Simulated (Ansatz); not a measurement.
`ClC(Cl)C(Cl)Cl` + H₂O → `OC(Cl)Cl` + `ClCCl` at 298.15 K and 1 bar (formal hydrolysis of a C–C bond).

Isolated molecules relaxed with PBE0-D4/def2-TZVP in Ansatz; ΔE leaves out vibrations. CCSD(T)/CBS is the MP2 limit (def2-TZVPP, def2-QZVPP) plus CCSD(T) − MP2 in def2-TZVPP, frozen cores. This one scheme is used for every species. Each species was taken in one conformer, which may not be the lowest.

| species | CCSD(T)/CBS energy (Eh) | H − E (kJ/mol) | S (J/(mol·K)) |
| --- | --- | --- | --- |
| `ClC(Cl)C(Cl)Cl` | -1916.40948 | 123.4 | 355.0 |
| H₂O | -76.37941 | 66.4 | 188.7 |
| `OC(Cl)Cl` | -1033.97530 | 103.9 | 298.0 |
| `ClCCl` | -958.80256 | 89.3 | 270.0 |

H − E and S are ideal-gas, rigid-rotor, harmonic terms from PBE0-D4/def2-TZVP, for one conformer and one mirror image of each species. 1 Eh = 2625.50 kJ/mol, R = 8.31446 J/(mol·K).

By hand: ΔE, ΔH, ΔS and ΔG.

ΔE = (-1033.97530) + (-958.80256) − (-1916.40948) − (-76.37941) = 0.01103 Eh = 29.0 kJ/mol. Δ(H − E) = 103.9 + 89.3 − 123.4 − 66.4 = 3.4, so ΔH = 32.4 kJ/mol. ΔS = 298.0 + 270.0 − 355.0 − 188.7 = 24.3 J/(mol·K). ΔG = 32.4 − 298.15 × (24.3)/1000 = 25.2 kJ/mol.

By hand: the equilibrium constant, and the temperature at which ΔG would vanish if ΔH and ΔS stayed fixed.

log₁₀ K = −ΔG/(RT ln 10) = -4.4. ΔG = 0 at ΔH/ΔS = 1333 K.

ΔH outweighs TΔS. A doubt of 5 kJ/mol in ΔE shifts log₁₀ K by 0.9 here. Other conformers and mirror images would add mixing entropy, several J/(mol·K) or more a flexible species. Modes under 60 cm⁻¹, often nearly free rotors, make the harmonic entropy too high. These are equilibria of isolated gas molecules and say nothing of rates. Largest T1 diagnostic: 0.010 (customary marks: 0.02 for closed shells, 0.045 for open ones).
